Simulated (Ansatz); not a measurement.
Geometry optimisation, Ansatz, RKS BLYP-D4/def2-SVP.

The input (input.yaml):

```yaml
crystal:
  periodic: [false, false, false]
  atoms:
    - { symbol: C, position_ang: [-0.4901, -0.2626, 1.3208] }
    - { symbol: "N", position_ang: [0.1677, -0.8792, 0.2133] }
    - { symbol: C, position_ang: [0.3972, -0.0085, -0.9196] }
    - { symbol: O, position_ang: [-0.6867, 0.2401, -1.5982] }
    - { symbol: O, position_ang: [0.9689, 1.2027, -0.5021] }
    - { symbol: H, position_ang: [0.0539, 0.6004, 1.7592] }
    - { symbol: H, position_ang: [-1.478, 0.1889, 0.9958] }
    - { symbol: H, position_ang: [-0.7008, -0.9371, 2.0872] }
    - { symbol: H, position_ang: [1.0891, -1.1288, 0.6179] }
    - { symbol: H, position_ang: [1.1347, -0.491, -1.5692] }
    - { symbol: H, position_ang: [-1.4063, -0.3164, -1.0837] }
    - { symbol: H, position_ang: [1.0274, 1.7363, -1.2875] }
basis:
  gaussian: { orbitals: def2-SVP }
hamiltonian:
  xc: blyp
  dispersion: d4
relax:
  f_tol: 0.02
  max_steps: 50
```

Command:

```bash
$ ansatz run input.yaml --threads 2 --pin off --max-ram 3072MiB --backend cpu --events-out ev --progress --plain --runs-dir out
```

Question: Where does it end, and by what steps?

Answer: The forces met the threshold. After 10 steps the energy has fallen by 0.730 eV; H11 moved furthest, 0.60 Å.

```json
{"step": "0", "energy less start (eV)": "0.0000", "largest force component (eV/Å)": "6.042", "accepted": "yes"}
{"step": "1", "energy less start (eV)": "-0.5533", "largest force component (eV/Å)": "2.226", "accepted": "yes"}
{"step": "2", "energy less start (eV)": "-0.6582", "largest force component (eV/Å)": "0.468", "accepted": "yes"}
{"step": "3", "energy less start (eV)": "-0.6889", "largest force component (eV/Å)": "0.451", "accepted": "yes"}
{"step": "4", "energy less start (eV)": "-0.6614", "largest force component (eV/Å)": "1.709", "accepted": "no"}
{"step": "5", "energy less start (eV)": "-0.7136", "largest force component (eV/Å)": "0.188", "accepted": "yes"}
{"step": "6", "energy less start (eV)": "-0.7230", "largest force component (eV/Å)": "0.117", "accepted": "yes"}
{"step": "7", "energy less start (eV)": "-0.7269", "largest force component (eV/Å)": "0.139", "accepted": "yes"}
{"step": "8", "energy less start (eV)": "-0.7294", "largest force component (eV/Å)": "0.051", "accepted": "yes"}
{"step": "9", "energy less start (eV)": "-0.7299", "largest force component (eV/Å)": "0.097", "accepted": "yes"}
{"step": "10", "energy less start (eV)": "-0.7302", "largest force component (eV/Å)": "0.018", "accepted": "yes"}
```

```xyz
12
Properties=species:S:1:pos:R:3
C -0.470 -0.176 1.421
N 0.185 -0.837 0.280
C 0.423 -0.008 -0.873
O -0.800 0.334 -1.514
O 1.046 1.219 -0.533
H 0.141 0.624 1.896
H -1.410 0.287 1.067
H -0.727 -0.936 2.185
H 1.054 -1.305 0.563
H 1.081 -0.598 -1.566
H -1.288 -0.505 -1.637
H 0.844 1.846 -1.255
```

Run time: 24 s on 2 threads of Arm Neoverse V1 (shared host), peak memory 0.14 GiB.
